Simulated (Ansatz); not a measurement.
C5H6 can be A, `CC1=CC=C1`, or B, `C=C1C=C1C`.

Program: Ansatz. Geometries: PBE0-D4/def2-TZVP. ΔE: electronic, gas phase. CBS: MP2 limit from def2 TZ/QZ plus the TZ coupled-cluster correction, frozen cores. DFT in def2-TZVPP.

(1) Which is lower in electronic energy at CCSD(T)/CBS, and by how much? (Estimate.)

(2) Give E(B) − E(A) in kJ/mol with CCSD(T)/def2-TZVPP, B2PLYP, CCSD(T)/def2-SVP, HF/def2-TZVPP, r2SCAN-D4, BLYP-D4, ωB97M-V. (Estimate.)

(3) Does the order hold for the free energy at 298.15 K (harmonic terms from PBE0-D4)? (Estimate.)

Largest T1 diagnostic: 0.012.

## Answers

(1) Computed: B, by 45.5 kJ/mol.

(2) Computed: CCSD(T)/def2-TZVPP -45.5, B2PLYP -67.5, CCSD(T)/def2-SVP -46.1, HF/def2-TZVPP -84.3, r2SCAN-D4 -83.2, BLYP-D4 -70.7, ωB97M-V -63.8. None reverses the order clearly.

(3) The calculation gave: Yes: G(B) − G(A) = -47.2 kJ/mol.

From BLYP to BHLYP (50 % exact exchange), in def2-TZVPP and without D4, E(B) − E(A) moves by −5.2 kJ/mol. In def2-TZVPP, CCSD(T) changes the Hartree–Fock value by +38.8 kJ/mol (the triples alone add +5.6 kJ/mol) and MP2 by +25.4 kJ/mol.
